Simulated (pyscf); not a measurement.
Single points on ωB97X-D3(BJ)/def2-SVP structures (PySCF, gas phase).

Question: Estimate by transition-state theory the rate constant of CH₄ + H₃C–InH–NH₂ -> H₃C–InH–CH₃ + NH₃ (singlet surface; C–H, In–N broken, C–In, H–N formed) at 900 K, with ωB97M-D3(BJ)/def2-TZVP energies (ideal gas, 1 atm, RRHO with modes under 100 cm⁻¹ raised to 100, one conformer, R ln 2 for chiral ones without a mode under 150 cm⁻¹; no tunnelling).

Answer: The electronic barrier is 30.4 kcal/mol and the thermal terms add +27.6, so ΔG‡ = 58.1 kcal/mol. With k_BT/h = 1.88e+13 s⁻¹ and RT = 1.788 kcal/mol, and a volume of 1.23e-19 cm³ per molecule at 1 atm, k = 1.8e-20 cm³ molecule⁻¹ s⁻¹. Wigner's tunnelling factor for 1593i cm⁻¹ would be 1.27. A shift of 1 kcal/mol in the barrier changes k by a factor 1.7. On the product side the descent ends in an adduct with a In–N contact, 19.5 kcal/mol under the separated species and 36.8 kcal/mol under the saddle at ωB97X-D3(BJ)/def2-TZVP. What is counted as broken (In–N) persists as a longer contact in the product adduct; parting that adduct is a step of its own. This is the saddle that the search found; another between the same sides may lie lower. Elements past Kr carry the def2 core potentials, without spin-orbit coupling.
